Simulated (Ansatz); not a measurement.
# CH5 (doublet): wave-function methods side by side at distance C1–H5 along a hydrogen transfer = 1.369 Å, cc-pVDZ

How much of the correlation energy of CH5 (doublet) does each wave-function method recover here?

Computed with Ansatz 0.2.0, Gaussian basis. Level: cc-pVDZ, core rule «outside noble gas», up to 1 orbitals frozen.

To be run: UHF; CCSD(T) on ROHF; CCSD(T) on UHF; BCCD(T) on ROHF; CISD; CCSDT(Q) on ROHF; CCSDT(Q) on UHF; CASSCF and MRCISD+Q, 3 electrons in 3 orbitals; CASSCF and NEVPT2, 3 electrons in 3 orbitals; CASSCF and MRCISD+Q, 9 electrons in 9 orbitals; CASSCF and MRCISD+Q(relaxed), 9 electrons in 9 orbitals; CASSCF and NEVPT2, 9 electrons in 9 orbitals.

7 further runs of the same task are left out: 7 that didn't finish.

**1. The geometry**

The geometry derives from fragments relaxed apart (PBE0/def2-TZVP) and kept rigid, so it is no stationary point. A hydrogen atom is moved between rigid fragments.

6 atoms, charge 0, spin multiplicity 2.

Atoms are counted from 1 here; the program's logs count them from 0.

Bond lengths: C1–H2 1.090 Å, C1–H3 1.090 Å, C1–H4 1.090 Å, C1–H5 1.369 Å, H5–H6 0.745 Å. Angles: H2–C1–H3 109.5°, H2–C1–H4 109.5°, H2–C1–H5 109.5°, H3–C1–H4 109.5°, H3–C1–H5 109.5°, H4–C1–H5 109.5°, C1–H5–H6 180.0°.

**2. UHF**

in.yaml

```yaml
crystal:
  periodic: [false, false, false]
  atoms:
    - {symbol: C, position_ang: [-0.141486, 0.000000, 0.000000]}
    - {symbol: H, position_ang: [-0.504691, 1.027301, 0.000000]}
    - {symbol: H, position_ang: [-0.504691, -0.513650, 0.889668]}
    - {symbol: H, position_ang: [-0.504691, -0.513650, -0.889669]}
    - {symbol: H, position_ang: [1.227514, 0.000000, 0.000000]}
    - {symbol: H, position_ang: [1.972514, 0.000000, 0.000000]}
basis:
  gaussian: {orbitals: cc-pVDZ}
magnetization: {spin_polarized: true, initial_magnetization: 1}
hamiltonian: {xc: hf}
output: {orbitals: {seedname: orbitals}}
```

Command:

```console
ansatz run in.yaml --threads 1 --pin off --events-out ev --progress --plain --max-ram 2393MiB
```

The runs that follow: CCSD(T) on ROHF; CCSD(T) on UHF; BCCD(T) on ROHF; CISD; CCSDT(Q) on ROHF; CCSDT(Q) on UHF; CASSCF and MRCISD+Q, 3 electrons in 3 orbitals; CASSCF and NEVPT2, 3 electrons in 3 orbitals; CASSCF and MRCISD+Q, 9 electrons in 9 orbitals; CASSCF and MRCISD+Q(relaxed), 9 electrons in 9 orbitals; CASSCF and NEVPT2, 9 electrons in 9 orbitals.

Q: Predict the results of all the runs planned. Wanted: UCCSDT(Q) below the RHF energy; RMP2 from UCCSDT(Q); UMP2 from UCCSDT(Q); RCCSD from UCCSDT(Q); RCCSD(T) from UCCSDT(Q); UCCSD(T) from UCCSDT(Q); RCCSDT(Q) from UCCSDT(Q); NEVPT2 pair from UCCSDT(Q); NEVPT2 valence from UCCSDT(Q).

As calculated:

| quantity | value |
| --- | --- |
| UCCSDT(Q) below the RHF energy | -5.6784 eV |
| RMP2 from UCCSDT(Q) | +20.96 kcal/mol |
| UMP2 from UCCSDT(Q) | +21.48 kcal/mol |
| RCCSD from UCCSDT(Q) | +3.02 kcal/mol |
| RCCSD(T) from UCCSDT(Q) | +0.43 kcal/mol |
| UCCSD(T) from UCCSDT(Q) | +0.45 kcal/mol |
| RCCSDT(Q) from UCCSDT(Q) | +0.01 kcal/mol |
| NEVPT2 pair from UCCSDT(Q) | +20.21 kcal/mol |
| NEVPT2 valence from UCCSDT(Q) | +18.99 kcal/mol |
| MRCISD+Q valence from UCCSDT(Q) | +0.08 kcal/mol |
| levels within 1 kcal/mol (43 meV) | RCCSD(T), UCCSD(T), BCCD(T), RCCSDT, UCCSDT, RCCSDT(Q), MRCISD+Q valence, MRCISD+Q(relaxed) valence |
| T1 diagnostic | 0.021 |
| effectively unpaired electrons | 1.01 |

RCCSD(T) lands +0.43 kcal/mol from the yardstick (0.3 % of the correlation energy). One determinant dominates. Of the multireference levels listed MRCISD+Q valence comes nearest in total energy (+0.08 kcal/mol), which doesn't show that its space is the better one. These misses are within one basis, not against nature; the frozen cores of restricted and unrestricted runs differ, which can shift their rows.
